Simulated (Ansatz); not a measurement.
I need vertical spin-state energies of C₂H₆N₂, SMILES CC(=N)N. Use the Ansatz DFT code, driven from Python. Level of theory (for the species named): B3LYP, cc-pVTZ basis, multiplicity 1.

Input file `c2h6n2.xyz`:
```text
10

C    -0.71680    0.17500   -0.99800
C     0.04540   -0.32100    0.13530
N    -0.26230   -1.48020    0.59900
N     1.11330    0.46570    0.65480
H    -1.30390   -0.59570   -1.52730
H    -1.48510    0.96420   -0.62700
H    -0.08280    0.71510   -1.72910
H     0.45990   -1.69440    1.35930
H     1.32170    0.27020    1.65240
H     0.99370    1.44990    0.48340
```

Script `spin.py`:
```python
import ansatz as az

SETTINGS = {
    "basis": "cc-pVTZ",
    "xc": "b3lyp",
}


def main() -> None:
    mol = az.Crystal.molecule_from_extxyz("c2h6n2.xyz")

    setup = mol.calculation().basis(gaussian=SETTINGS["basis"]).functional(SETTINGS["xc"])
    found = {}
    for unpaired in [0, 2]:
        summary = setup.spin("collinear", total=unpaired).run().report
        s = unpaired / 2
        found[unpaired] = summary["free_energy_ev"]
        print(f"2S+1 = {unpaired + 1}: E = {found[unpaired]:.5f} eV, <S^2> = {abs(summary['mean_field']['state']['spin_squared']):.3f} (pure state {s * (s + 1):.2f})")
    lowest = min(found, key=found.get)
    for unpaired, e in found.items():
        print(f"multiplicity {unpaired + 1}: {(e - found[lowest]):.3f} eV above the lowest")


if __name__ == "__main__":
    main()
```

```console
$ python spin.py
2S+1 = 1: E = -5153.62580 eV, <S^2> = 0.000 (pure state 0.00)
2S+1 = 3: E = -5148.93628 eV, <S^2> = 2.007 (pure state 2.00)
multiplicity 1: 0.000 eV above the lowest
multiplicity 3: 4.690 eV above the lowest
```

In order: multiplicity 1 (+0.00 eV) and multiplicity 3 (+4.69 eV), all at the one geometry.

Total energies depend on the basis set; only differences at equal settings carry meaning. The geometry is a force-field or estimated start, not a minimum of this method, and the basis set is short of its limit. All parts are taken at fixed geometry, without zero-point energy. b3lyp holds the VWN-RPA fit, as in Gaussian; the form of ORCA and Turbomole is b3lyp5. Wall time of the script: 15 s on 1 thread of Intel(R) Xeon(R) 6975P-C (Granite Rapids), with other jobs on the host, peak memory 0.53 GiB.

(Lines on the test bed's own set-up are left out of the output.)
